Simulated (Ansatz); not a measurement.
Cost and result for the atomization energy of C$_{3}$H$_{5}$NO (`OC1=CNC1`) (10 atoms, 10 bonds).

Z-matrix (Å, degrees):
```
C
N 1 1.493
C 1 1.505 2 86.4
H 1 1.093 2 112.2 3 116.5
H 1 1.094 2 113.9 3 -117.8
C 2 1.443 1 87.4 3 2.4
H 2 1.017 1 112.0 3 116.5
O 3 1.347 1 133.5 2 165.0
H 6 1.081 2 126.8 1 -176.0
H 8 0.961 3 109.2 1 35.8
```

Charge 0, multiplicity 1. Geometry: relaxed with PBE0-D4/def2-TZVP. It is one conformer, not always the lowest. Program: Ansatz. All runs use 2 threads of an Arm Neoverse V2 on a shared host. Times are those of one run each, without the atoms' runs, and a repeat can differ threefold. Electronic energies, without spin–orbit coupling; frozen cores. CCSD(T)/CBS adds CCSD(T) − MP2 in def2-TZVPP to the MP2 limit, and its time is that of the two runs behind it. T1 = 0.012. B3LYP takes the VWN-RPA correlation (the form of Gaussian; ORCA's B3LYP/G). HSE06 is the plane-wave form, built on full-range PBE exchange.

CCSD(T)/CBS is a level of theory with its own doubt, some kJ/mol a heavy atom from the limit and from the frozen cores, so smaller differences don't rank the functionals.

| level | functions | wall time | atomization (kcal/mol) | difference from CCSD(T)/CBS | per bond |
| --- | --- | --- | --- | --- | --- |
| BLYP-D4/def2-TZVPP | 225 | 2.7 s | 976.3 | 8.6 | 0.9 |
| PBE-D4/def2-TZVPP (with forces) | 225 | 3.1 s | 1010.8 | 43.1 | 4.3 |
| HSE06-D4/def2-TZVPP | 225 | 3.5 s | 982.5 | 14.8 | 1.5 |
| BHLYP-D4/def2-TZVPP | 225 | 3.5 s | 927.2 | -40.5 | -4.0 |
| B3LYP-D4/def2-TZVPP (with forces) | 225 | 5.5 s | 970.1 | 2.4 | 0.2 |
| r2SCAN-D4/def2-TZVPP (with forces) | 225 | 6.5 s | 971.4 | 3.7 | 0.4 |
| r2SCANh-D4/def2-TZVPP | 225 | 6.5 s | 962.7 | -5.0 | -0.5 |
| CCSD(T)/def2-SVP | 95 | 6.5 s | 915.4 | -52.3 | -5.2 |
| B2PLYP/def2-TZVPP | 225 | 7 s | 959.7 | -8.0 | -0.8 |
| ωB97X-V/def2-TZVPP | 225 | 9.5 s | 972.0 | 4.3 | 0.4 |
| MP2/def2-QZVPP | 435 | 31 s | 981.1 | 13.4 | 1.3 |
| CCSD(T)/def2-TZVPP | 225 | 2.9 min | 938.9 | -28.8 | -2.9 |
| CCSD(T)/CBS(def2) | – | 3.4 min | 967.7 | 0.0 | 0.0 |

From PBE to PBE0 (25 % exact exchange), in def2-TZVPP and without D4, the atomization energy moves by −28.7 kcal/mol: exact exchange takes away binding that semilocal exchange gives to molecules. The D4 term adds +6.5 kcal/mol with B3LYP and +3.4 kcal/mol with PBE0; it sums over pairs of atoms, weighted by their polarisabilities, and B3LYP, whose exchange is more repulsive, gets the larger term. At CCSD(T), def2-SVP lies −52.3 kcal/mol from the extrapolated value and def2-TZVPP −28.8 kcal/mol: correlation converges slowly with the basis, and small sets miss more of it in the bonded molecule than in its fragments.
